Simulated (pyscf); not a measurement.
This saddle point was located with ωB97X-D3(BJ)/def2-SVP in PySCF.

```
C
H 1 1.0989
H 1 1.0989 2 118.12
H 1 1.0989 2 118.13 3 -153.09
H 1 1.6305 2 82.07 3 -76.59
Zr 1 2.2628 2 98.00 5 -179.88
Cl 6 2.3347 1 102.12 2 -59.98
Cl 6 2.3348 1 102.03 2 -179.92
Cl 6 2.3350 1 102.08 2 60.01
```
Charge 0, spin multiplicity 2.

Surface: doublet, charge 0. Lowest wavenumbers (cm⁻¹): 1480i, 75, 75, 95, 97.

**Question.** Name the species on either side of this saddle.

**Answer.** `[CH3][Zr]([Cl])([Cl])[Cl]` + `[H]` [doublet] <-> `[CH4]` + `[Cl][Zr]([Cl])[Cl]` [doublet], a substitution at C read from left to right: C–Zr broken and C–H formed. At ωB97M-D3(BJ)/def2-TZVP it lies +0.58 eV from the left side and +2.36 eV from the right (each side as separated species at their lowest minima found). This is the saddle that the search found; another between the same sides may lie lower. The angle at the attacked C is 180°. Open-shell species with a d-block atom are single-reference here; other states, and whether the spin sits on metal or ligand, were not checked. Elements past Kr carry the def2 core potentials, without spin-orbit coupling.
